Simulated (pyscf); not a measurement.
Single points on ωB97X-D3(BJ)/def2-SVP structures (PySCF, gas phase).

How much does it cost (ΔH, 298 K, ωB97M-D3(BJ)/def2-TZVP) to split `[CH3][CH]([CH3])[SnH]([NH2])[NH2]` at its H–Sn bond into H₃C–CH(CH₃)–Sn•(NH₂)–NH₂ + H•?

H–Sn to H₃C–CH(CH₃)–Sn•(NH₂)–NH₂ + H•: 3.05 eV. The 7 functionals that were run give +2.71 (PBE) to +3.13 eV (ωB97X-D3(BJ)/def2-TZVP). Other isomers of H₃C–CH(CH₃)–Sn•(NH₂)–NH₂ were not searched in full and may lie lower. Elements past Kr carry the def2 core potentials, without spin-orbit coupling.
